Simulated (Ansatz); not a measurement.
# CH5AlO: one species, many methods

How much do the methods differ for CH5AlO? The plan is to run it at one geometry with functionals of several rungs and with coupled cluster. The yardstick is the atomisation energy at the CCSD(T) limit.

Computed with Ansatz 0.2.0, Gaussian basis. Level: functionals in def2-TZVPP, the program's frozen cores in correlated methods.

Levels to be run: LDA (SPW92), PBE-D4, revPBE-D4, BLYP-D4, r2SCAN-D4, B97M-V, PBE0-D4, B3LYP-D4, r2SCANh-D4, r2SCAN0-D4, HSE06-D4, BHLYP-D4, CAM-B3LYP-D4, LC-ωPBE, ωB97X-V, ωB97M-V, B2PLYP, PBE-QIDH; CCSD(T)/def2-SVP; CCSD(T)/def2-TZVPP; MP2/def2-QZVPP; extrapolation to the limit; RPA on PBE.

### 1 The relaxed structure

All runs share one geometry, relaxed beforehand with PBE0-D4 in a triple-zeta def2 set.

8 atoms, charge 0, spin multiplicity 1.

Atoms are counted from 1 here; the program's logs count them from 0.

Bond lengths: O1–C2 1.519 Å, O1–Al3 1.965 Å, O1–H4 0.961 Å, C2–Al3 1.945 Å, C2–H5 1.089 Å, C2–H6 1.087 Å, Al3–H7 1.588 Å, Al3–H8 1.583 Å. Angles: C2–O1–Al3 66.5°, C2–O1–H4 111.1°, Al3–O1–H4 121.6°, O1–C2–Al3 67.8°, O1–C2–H5 109.4°, O1–C2–H6 106.8°, Al3–C2–H5 121.3°, Al3–C2–H6 126.3°, H5–C2–H6 111.0°, O1–Al3–C2 45.7°, O1–Al3–H7 108.7°, O1–Al3–H8 111.3°, C2–Al3–H7 115.9°, C2–Al3–H8 120.9°, H7–Al3–H8 123.2°.

Coordinates:

```mol
CH5AlO
  3D, bonds by distance, orders not assigned

  8  8  0  0  0  0  0  0  0  0999 V2000
   -0.5350    0.3776   -0.8582 O   0  0
   -0.1732    0.7415    0.5710 C   0  0
    0.8028   -0.8187   -0.0586 Al  0  0
   -1.4593    0.1241   -0.9278 H   0  0
   -1.0527    0.6404    1.2045 H   0  0
    0.1783    1.7699    0.5535 H   0  0
    0.1223   -2.2248    0.2300 H   0  0
    2.2088   -0.6669   -0.7702 H   0  0
  1  2  8  0
  1  3  8  0
  1  4  8  0
  2  3  8  0
  2  5  8  0
  2  6  8  0
  3  7  8  0
  3  8  8  0
M  END
```

### 2 LDA

This LDA is Slater exchange with PW92 correlation.

The input, in.yaml:

```yaml
crystal:
  periodic: [false, false, false]
  atoms:
    - {symbol: O, position_ang: [-0.535038, 0.377591, -0.858197]}
    - {symbol: C, position_ang: [-0.173154, 0.741503, 0.571046]}
    - {symbol: Al, position_ang: [0.802812, -0.818739, -0.058601]}
    - {symbol: H, position_ang: [-1.459252, 0.124061, -0.927844]}
    - {symbol: H, position_ang: [-1.052685, 0.640405, 1.204482]}
    - {symbol: H, position_ang: [0.178255, 1.769868, 0.553465]}
    - {symbol: H, position_ang: [0.122260, -2.224753, 0.229979]}
    - {symbol: H, position_ang: [2.208801, -0.666938, -0.770231]}
basis:
  gaussian: {orbitals: def2-TZVPP}
hamiltonian: {xc: lda}
output: {orbitals: {seedname: orbitals}}
```

Launch:

```sh
$ ansatz run in.yaml --threads 2 --pin off --events-out ev --progress --plain --max-ram 4352MiB
```

After this run come: PBE-D4 (GGA); revPBE-D4 (GGA); BLYP-D4 (GGA); r2SCAN-D4 (meta-GGA); B97M-V (meta-GGA); PBE0-D4 (hybrid); B3LYP-D4 (hybrid); r2SCANh-D4 (hybrid); r2SCAN0-D4 (hybrid); HSE06-D4 (hybrid); BHLYP-D4 (hybrid); CAM-B3LYP-D4 (range-separated); LC-ωPBE (range-separated); ωB97X-V (range-separated); ωB97M-V (range-separated); B2PLYP (double hybrid); PBE-QIDH (double hybrid); CCSD(T) in def2-SVP; CCSD(T) in def2-TZVPP; MP2 in def2-QZVPP; RPA on PBE orbitals.

Before running them: what should the planned runs give, taken together? Wanted: atomisation energy, CCSD(T)/CBS; farthest beyond LDA; mean size of error, GGA; mean size of error, meta-GGA; mean size of error, hybrid; mean size of error, range-separated; mean size of error, double hybrid; gap, smallest and largest; T1 diagnostic.

The runs gave:

```
                               quantity                                              value
        atomisation energy, CCSD(T)/CBS                                      2577.0 kJ/mol
 functionals within 12.9 kJ/mol (0.5 %)  PBE-D4, r2SCAN-D4, CAM-B3LYP-D4, ωB97X-V, ωB97M-V
                    farthest beyond LDA                            BHLYP-D4 (-88.1 kJ/mol)
                mean size of error, GGA                                        27.1 kJ/mol
           mean size of error, meta-GGA                                         9.2 kJ/mol
             mean size of error, hybrid                                        39.4 kJ/mol
    mean size of error, range-separated                                         6.0 kJ/mol
      mean size of error, double hybrid                                        42.0 kJ/mol
              gap, smallest and largest          4.84 eV (LDA (SPW92)), 11.90 eV (LC-ωPBE)
                          T1 diagnostic                                             0.0111
triples share of the correlation energy                                              3.4 %
```

In words: LDA overbinds by 340.4 kJ/mol (13 %). PBE-D4 is off by +9.2 kJ/mol. Double hybrids carry the basis error of their MP2 part in triple zeta, and no dispersion term here, so their miss is partly the set-up's. The rungs range-separated, meta-GGA miss on average by less than the doubt on the reference (12.9 kJ/mol), so they tie. The reference freezes the cores and leaves out relativity and excitations past (T), so misses under about 12.9 kJ/mol can't be ranked. Hartree-Fock recovers 72 % of the binding; the rest is correlation. CCSD(T) in def2-SVP is off by -146.5 kJ/mol, more than most functionals: a good method in a small basis is no reference. The gap grows from 4.8 to 11.9 eV across the functionals, mostly with the share of exact exchange.
